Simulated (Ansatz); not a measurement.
LiN₂ (charge +1), closed shell: a pair in one relaxed arrangement.

The input file, in.yaml:

```yaml
crystal:
  periodic: [false, false, false]
  atoms:
    - {symbol: Li, position_ang: [-0.141028, 0.031186, -1.723191]}
    - {symbol: N, position_ang: [0.115040, -0.025439, 1.403607]}
    - {symbol: N, position_ang: [0.025987, -0.005747, 0.319485]}
basis:
  gaussian: {orbitals: "def2-TZVPPD.json"}
total_charge: 1
hamiltonian: {xc: pbe0, dispersion: d4}
output: {orbitals: {seedname: orbitals}}
```

The basis file named in the input lies beside it (Basis Set Exchange, JSON).

Command:

```bash
ansatz run in.yaml --threads 2 --pin off --events-out ev --progress --plain --max-ram 5222MiB
```

Output of Ansatz 0.2.0:

```
Functional definition: PBE0
  name "PBE0"
  cite "Adamo & Barone, J. Chem. Phys. 110, 6158 (1999) doi:10.1063/1.478522"
  cite "Perdew, Burke & Ernzerhof, Phys. Rev. Lett. 77, 3865 (1996) doi:10.1103/PhysRevLett.77.3865"
  parent pbe
  parameter a = 0.25
  parameter kappa = 0.804
  parameter beta = 0.06672455060314922
  exchange = (1 - a)*pbe_x(kappa = kappa, mu = beta*pi^2/3) + a*exact_x
  correlation = pbe_c(beta = beta)
514 factors; their error is unknown
mean field evaluation 1: about -3171.0133 eV, gradient 5.3e1 eV
mean field evaluation 2: about -3173.3565 eV, gradient 4.0e1 eV
mean field evaluation 4: about -3176.3668 eV, gradient 3.0e0 eV
mean field evaluation 8: about -3176.3975 eV, gradient 2.1e-2 eV
mean field -3176.39748697 eV, -116.7304546065 hartree, gradient 2.4e-5 eV, S^2 0.000000; 0 other end points of the search recorded, 0 dependent functions left out
reference -3176.39750516 eV, -116.7304552749 hartree; 8, 8 occupied and 88, 88 virtual orbitals, 514 factors
Total energy: -3176.41493419 eV, -116.7310957799 hartree
```

Hardware: 2 CPU threads of an Arm Neoverse V2, shared host. Wall time about 0.5 s.
